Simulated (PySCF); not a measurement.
**Deuteron quadrupole couplings in 2,3-pentadiene**

Species: 2,3-pentadiene, C5H8.
Cartesian coordinates in Å at the GFN2-xTB level; atoms count from 1:
```
atom  x, y, z in Å
C1     2.305    0.127    0.345
C2     1.223    0.061   -0.691
C3     0.004   -0.314   -0.453
C4    -1.215   -0.678   -0.196
C5    -2.311    0.262    0.210
H6     3.128   -0.532    0.069
H7     2.696    1.143    0.414
H8     1.927   -0.171    1.319
H9     1.515    0.346   -1.695
H10   -1.498   -1.721   -0.279
H11   -3.127    0.219   -0.512
H12   -1.942    1.283    0.266
H13   -2.709   -0.025    1.183
```

Level: PBE0/pcSseg-1 (PySCF, non-relativistic); Q(2H) = 0.00286 b; rigid geometry, the same for H and D, with no vibrational averaging.

Tabulate Vzz, the asymmetry η and χzz = 234.96 MHz × Q × Vzz for every hydrogen position.

```csv
atom,bonded to,bond length (Å),Vzz (au),η,χzz (kHz)
H6,C1,1.090,0.3110,0.02,209
H7,C1,1.090,0.3105,0.02,209
H8,C1,1.087,0.3140,0.03,211
H9,C2,1.084,0.3245,0.07,218
H10,C4,1.084,0.3245,0.07,218
H11,C5,1.090,0.3109,0.02,209
H12,C5,1.087,0.3141,0.03,211
H13,C5,1.090,0.3109,0.02,209
```

A static deuteron (I = 1) shows a doublet split by (3/2)χ, (3/4)χ(1 + η) and (3/4)χ(1 − η) with the field along z, y and x of the gradient. What are these for H8?

With |χ| = 211.0 kHz and η = 0.027: 316, 163 and 154 kHz, to first order and without motion.

Isolated species at its GFN2-xTB geometry, gas phase. GFN2-xTB bond lengths can be off by several hundredths of an ångström, more for odd bonds, and the gradients follow them. The small basis limits the accuracy of the gradients.
